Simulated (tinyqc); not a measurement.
Worked calculation: UHF in the sto-3g basis, for H2O+, spin multiplicity 2. One step of it, computed by the program tinyqc.

Question. Orthogonalisation. S = U s U^T; canonical form X = U s^(-1/2), so that X^T S X = 1. Each column of U has its largest component positive (the first on a tie).

overlap S, lower triangle:
```
           1O 1s     1O 2s    1O 2px     1O 2py    1O 2pz     2H 1s     3H 1s
1O 1s   1.000000
1O 2s   0.236704  1.000000
1O 2px  0.000000  0.000000  1.000000
1O 2py  0.000000  0.000000  0.000000   1.000000
1O 2pz  0.000000  0.000000  0.000000   0.000000  1.000000
2H 1s   0.028426  0.316365  0.000000   0.230113  0.179479  1.000000
3H 1s   0.028426  0.316365  0.000000  -0.230113  0.179479  0.132300  1.000000
```

Give: eigenvalues of S; X.

Answer.

eigenvalues of S: 0.5100  0.6018  0.8874  1.0000  1.1037  1.2659  1.6312

X:
```
              1        2        3       4        5        6       7
1O 1s   -0.3929   0.0000   0.7037  0.0000  -0.6092   0.0000  0.2104
1O 2s    0.9559   0.0000  -0.2835  0.0000  -0.3094   0.0000  0.4679
1O 2px   0.0000   0.0000   0.0000  1.0000   0.0000   0.0000  0.0000
1O 2py   0.0000   0.8157   0.0000  0.0000   0.0000   0.6882  0.0000
1O 2pz   0.4346   0.0000   0.6787  0.0000   0.6136   0.0000  0.2207
2H 1s   -0.5933  -0.7058  -0.2128  0.0000   0.1772   0.3977  0.3880
3H 1s   -0.5933   0.7058  -0.2128  0.0000   0.1772  -0.3977  0.3880
```
